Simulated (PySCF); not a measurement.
Gas-phase reaction: PH + 2 O = HPO₂

Energies from PySCF, thermal terms from the rigid-rotor harmonic-oscillator model, ideal gas at 1 bar. † marks an energy on the PBE0/def2-TZVP geometry and frequencies; other levels use their own. MP2 freezes the core. 6-31G* has spherical d functions here. Open shells (unrestricted): PH (multiplicity 3), O (multiplicity 3, electronic degeneracy 9); the rest are closed-shell singlets. Spin-orbit splitting is ignored; it lowers the true energy and changes the entropy of O. B3LYP is the form with VWN-RPA correlation. HPO₂: computed as isolated molecules; such fragments, hydroxides, amides, oligomers or adducts are transient or little studied in the gas. MP2 isn't extrapolated to the basis-set limit; its ΔH°(298 K) is -1083.7 kJ in def2-SVP and -1224.4 kJ in def2-TZVPP. The harmonic model lacks anharmonicity and excited electronic states, which grow with temperature; levels with a mode under 35 cm⁻¹ are left out. Internal rotation in HPO₂ is treated as a harmonic vibration of one conformer, which makes the entropy rough.

| level | ΔE electronic, kJ | ΔH°(298 K), kJ | ΔS°(298 K), J/K | ΔG°(1800 K), kJ |
|---|---|---|---|---|
| B3LYP/6-31G* | -1112 | -1090 | -257 | -610 |
| BLYP/def2-TZVP† | -1224 | -1201 | -258 | -719 |
| M06-2X/def2-TZVP† | -1209 | -1185 | -258 | -704 |
| MP2/def2-TZVPP† | -1248 | -1224 | -258 | -742 |
| LDA/def2-TZVP† | -1491 | -1467 | -258 | -985 |
ΔH° is lowest at LDA/def2-TZVP† and highest at B3LYP/6-31G*. No reference value is set beside these.
